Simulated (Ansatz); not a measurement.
Zinc-blende HgTe, treated with PBE0 (PAW; Ansatz, an electronic-structure program).

From the output:

```
WARN output.stress: scf.exx.energy_threshold = 1e-6 eV is looser than the 2e-8 eV advised for a stress under a hybrid functional (1e-8 eV for each atom of the …
Crystal: 2 atoms, lattice volume = 66.954 Å³
Basis set: ecut = 460 eV, 1459 PW (Γ), exchange–correlation on 64×64×64 points (8 copies of the dense FFT grid, shifted against one another)
Bands: 22, of which v1, the nominal top of the filled ones, is band 18 counted from 1 (17 counted from 0)
Symmetry: 24 space group operations
Space group: F-43m (ITA 216), of the structure as read, at distance tolerance 4.1e-5 Å
k-points: 29 of 512 (time reversal used)
Functional: x = pbe(κ = 0.804, μ = 0.2195149727645171), c = pbe(β = 0.06672455060314922), warm-up for x = 0.75 pbe(κ = 0.804, μ = 0.2195149727645171) + 0.25 exact, c = pbe(β = 0.06672455060314922)
SCF iter   1: F=—  HF=-20793.674100 eV  |F-HF|=—  |Δ(HF+E_count)|=         —  Δρ=2.37e-3  dr2=3.73e-3
SCF iter   2: F=—  HF=-20793.673461 eV  |F-HF|=—  |Δ(HF+E_count)|=   6.39e-4  Δρ=5.12e-4  dr2=1.67e-4
  ...
SCF 1 converged in 8 iterations: F = -20793.673609 eV  dr2 = 2.08e-11
Crystal: 2 atoms, lattice volume = 66.954 Å³
Initial density: handed on by an earlier stage of this run
Functional: x = 0.75 pbe(κ = 0.804, μ = 0.2195149727645171) + 0.25 exact, c = pbe(β = 0.06672455060314922)
SCF 2 converged in 7 iterations: F = -20797.765987 eV  dr2 = 1.47e-10
Crystal: 2 atoms, lattice volume = 66.954 Å³
SCF 3 converged in 6 iterations: F = -20797.780354 eV  dr2 = 9.35e-12
Crystal: 2 atoms, lattice volume = 66.954 Å³
Crystal: 2 atoms, lattice volume = 66.954 Å³
SCF iter   7: F=—  HF=-20797.781691 eV  |F-HF|=—  |Δ(HF+E_count)|=   6.12e-9  Δρ=5.60e-7  dr2=3.38e-10
SCF iter   8: F=-20797.781691 eV  HF=-20797.781691 eV  |F-HF|=2.18e-11  |Δ(HF+E_count)|=  1.27e-10  Δρ=2.10e-7  dr2=3.58e-11
SCF 5 converged in 8 iterations: F = -20797.781691 eV  dr2 = 3.58e-11
Free energy (F): -20797.781691 eV
Internal energy: -20797.781691 eV  (E = F + TS)
E sigma→0 (E₀):  -20797.781691 eV
Fermi energy:    8.419561 eV
--- Forces (eV/Å), atoms counted from 1 ---
  atom   1  Hg     0.00000000    -0.00000000     0.00000000
  atom   2  Te    -0.00000000     0.00000000     0.00000000
--- Stress (GPa, compression-positive) ---
        2.431503       0.000000      -0.000000
       -0.000000       2.431503       0.000000
       -0.000000       0.000000       2.431503
  P = ⅓ Tr σ = 2.4315 GPa (24.315 kbar)
```

Write an input file that could have produced this run (the log leaves some choices open).

This is not unique; one that fits is 
Ansatz 0.2 input:
```yaml
crystal:
  lattice:
    - [0.0, 3.2229101482, 3.2229101482]
    - [3.2229101482, 0.0, 3.2229101482]
    - [3.2229101482, 3.2229101482, 0.0]
  atoms:
    - { symbol: Hg, position: [0.0, 0.0, 0.0] }
    - { symbol: Te, position: [0.25, 0.25, 0.25] }
basis:
  ecutwfc: 460
  ecutrho_ratio: 4
  xc_grid: 2
kpoints:
  mp_grid: { grid: [8, 8, 8] }
hamiltonian:
  xc: pbe0
  dispersion: none
  pseudopotentials: { kind: paw }
scf:
  occupations: { method: fermi_dirac, width: 0.01 }
  convergence: { dr2_threshold: 0.0000000002 }
output:
  forces: true
  stress: true
  eigenvalues: true
```

The cell is one volume of an energy–volume scan, off the minimum.

The PAW data were made under PBE.

Computing time: roughly 3 core-minutes.
